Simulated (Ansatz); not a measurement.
**BCCD(T)/def2-SVP run of C2H8Si (dimethylsilane)**

Aim: the energy change on altering one bond length of C2H8Si (dimethylsilane) at BCCD(T)/def2-SVP, from 2 runs. 

The results are computed with Ansatz 0.2.0.

50 further runs of the same task are left out: 50 set aside as unsound or not needed.

## Step 1: The system as given

C2H8Si has 11 atoms, charge 0, and is taken as a singlet. As SMILES, `C[SiH2]C`. Geometry: relaxed at PBE0-D4/def2-TZVP.

Bond lengths: C1–Si2 1.872 Å, Si2–C3 1.872 Å, C1–H4 1.092 Å, C1–H5 1.093 Å, C1–H6 1.093 Å, Si2–H7 1.491 Å, Si2–H8 1.491 Å, C3–H9 1.093 Å, C3–H10 1.092 Å, C3–H11 1.093 Å. Some angles: C1–Si2–C3 111.5°, C1–Si2–H7 109.5°, C1–Si2–H8 109.5°, C3–Si2–H7 109.5°, C3–Si2–H8 109.5°, Si2–C1–H4 111.0°, Si2–C1–H5 110.9°, Si2–C1–H6 110.9°, Si2–C3–H9 110.9°, Si2–C3–H10 111.0°.

## Step 2: A single-point energy at BCCD(T)/def2-SVP

File in.yaml:

```yaml
crystal:
  periodic: [false, false, false]
  atoms:
    - {symbol: C, position_ang: [-1.050200, 0.967200, -0.661200]}
    - {symbol: Si, position_ang: [-0.309200, -0.653200, -0.087600]}
    - {symbol: C, position_ang: [1.346600, -0.392300, 0.745700]}
    - {symbol: H, position_ang: [-2.015800, 0.806900, -1.146100]}
    - {symbol: H, position_ang: [-0.391700, 1.464600, -1.377800]}
    - {symbol: H, position_ang: [-1.204900, 1.644900, 0.182100]}
    - {symbol: H, position_ang: [-0.139900, -1.564200, -1.256100]}
    - {symbol: H, position_ang: [-1.245100, -1.319300, 0.863300]}
    - {symbol: H, position_ang: [2.058200, 0.075200, 0.060400]}
    - {symbol: H, position_ang: [1.772600, -1.342000, 1.077400]}
    - {symbol: H, position_ang: [1.244800, 0.255200, 1.620300]}
basis:
  gaussian:
    orbitals: def2-SVP
correlation:
  method: bccd_t
  frozen_orbitals: {C: 1, H: 0, Si: 5}
accuracy: high
scf:
  omitted_lower_state_checks: [cluster_reference, increment]
```

Command:

```bash
ansatz run in.yaml --threads 1 --pin off --max-ram 3480MiB --events-out events.jsonl --progress --plain --runs-dir runs
```

Output, cut to the lines that bear on the results:

```text
Warning: RAYON_NUM_THREADS=1 ignored (pool sized by the plan → 1); use --threads N
Functional definition: HF
  name "HF"
[...]
2062 factors; integrals over basis functions are off by at most 3.6e-9 eV
[...]
mean field -10046.23373558 eV, -369.1922802006 hartree, gradient 6.0e-8 eV, S^2 0.000000; 0 other end points of the search recorded, 0 dependent functions left out
7 core orbitals not correlated: weight in the atoms' cores, before any rotation towards them, 1.000 or more for the frozen orbitals, at most 0.000 for the correlated occupied ones
reference -10046.23373558 eV, -369.1922802006 hartree; 10, 10 occupied and 69, 69 virtual orbitals, 2062 factors
second order -10.88081479 eV of doubles, -0.00000000 eV of singles
cycle   1  -11.94344902 eV  change    -1.1e0 eV  update   7.0e-2
[...]
cycle  18  -12.32054780 eV  change   -2.1e-9 eV  update   1.9e-9
perturbative correction -0.33001347 eV, -0.0121277713 hartree
Total energy: -10058.88429685 eV, -369.6571797525 hartree
Checks for a lower state left out: cluster_reference, increment
```

Wall time 21 s (1 thread of Arm Neoverse V2, shared host); peak memory 0.67 GiB.

## Step 3: The distorted shape, same level

File molecule.yaml:

```yaml
crystal:
  periodic: [false, false, false]
  atoms:
    - {symbol: C, position_ang: [-0.926435, 0.425019, -1.335867]}
    - {symbol: Si, position_ang: [-0.185435, -1.195381, -0.762267]}
    - {symbol: C, position_ang: [1.470365, -0.934481, 0.071033]}
    - {symbol: H, position_ang: [-1.892035, 0.264719, -1.820767]}
    - {symbol: H, position_ang: [-0.267935, 0.922419, -2.052467]}
    - {symbol: H, position_ang: [-1.204900, 1.644900, 0.182100]}
    - {symbol: H, position_ang: [-0.016135, -2.106381, -1.930767]}
    - {symbol: H, position_ang: [-1.121335, -1.861481, 0.188633]}
    - {symbol: H, position_ang: [2.181965, -0.466981, -0.614267]}
    - {symbol: H, position_ang: [1.896365, -1.884181, 0.402733]}
    - {symbol: H, position_ang: [1.368565, -0.286981, 0.945633]}
basis:
  gaussian: {orbitals: def2-SVP}
correlation: {method: bccd_t, frozen_orbitals: {C: 1, H: 0, Si: 5}}
accuracy: high
scf: {omitted_lower_state_checks: [cluster_reference, increment]}
```

Command:

```bash
ansatz run molecule.yaml --threads 1 --pin off --max-ram 3480MiB --events-out events.jsonl --progress --plain --runs-dir runs
```

Output, cut to the lines that bear on the results:

```text
Warning: RAYON_NUM_THREADS=1 ignored (pool sized by the plan → 1); use --threads N
Functional definition: HF
  name "HF"
[...]
2055 factors; integrals over basis functions are off by at most 3.9e-9 eV
[...]
mean field -10042.38852748 eV, -369.0509714093 hartree, gradient 1.5e-8 eV, S^2 0.000000; 0 other end points of the search recorded, 0 dependent functions left out; unrestricted orbitals would lower it
7 core orbitals not correlated: weight in the atoms' cores, before any rotation towards them, 1.000 or more for the frozen orbitals, at most 0.000 for the correlated occupied ones
reference -10042.38852748 eV, -369.0509714093 hartree; 10, 10 occupied and 69, 69 virtual orbitals, 2055 factors
second order -11.12927126 eV of doubles, -0.00000000 eV of singles
cycle   1  -12.23185258 eV  change    -1.1e0 eV  update   1.0e-1
[...]
cycle  24  -12.82961424 eV  change   -1.2e-9 eV  update  4.9e-10
perturbative correction -0.43803357 eV, -0.0160974369 hartree
Total energy: -10055.65617529 eV, -369.5385484734 hartree
Checks for a lower state left out: cluster_reference, increment
```

Wall time 24 s (1 thread of Arm Neoverse V2, shared host); peak memory 0.67 GiB.

## Step 4: What came out

Level: BCCD(T)/def2-SVP, 7 core orbitals frozen.

| quantity | value |
| --- | --- |
| first shape: total energy | -369.65718 Eh |
| first shape: correlation energy (7 core orbitals frozen) | -464.9 mEh |
| first shape: (T) correction | -12.13 mEh |
| distorted shape: total energy | -369.53855 Eh |
| distorted shape: correlation energy (7 core orbitals frozen) | -487.6 mEh |
| distorted shape: (T) correction | -16.10 mEh |
| energy change with the C1–H6 bond stretched from 1.093 to 1.967 Å | 3.228 eV |

**Reading.** With the C1–H6 bond stretched from 1.093 to 1.967 Å the energy rises by 3.23 eV (74 kcal/mol). The first shape isn't relaxed at this level, so the change isn't measured from a minimum. A restricted reference can't describe the breaking bond well at this length. The triples (first shape) make up 2.6 % of the correlation energy. The restricted solution (distorted shape) is unstable to spin breaking: an unrestricted one lies lower. The triples (distorted shape) make up 3.3 % of the correlation energy.
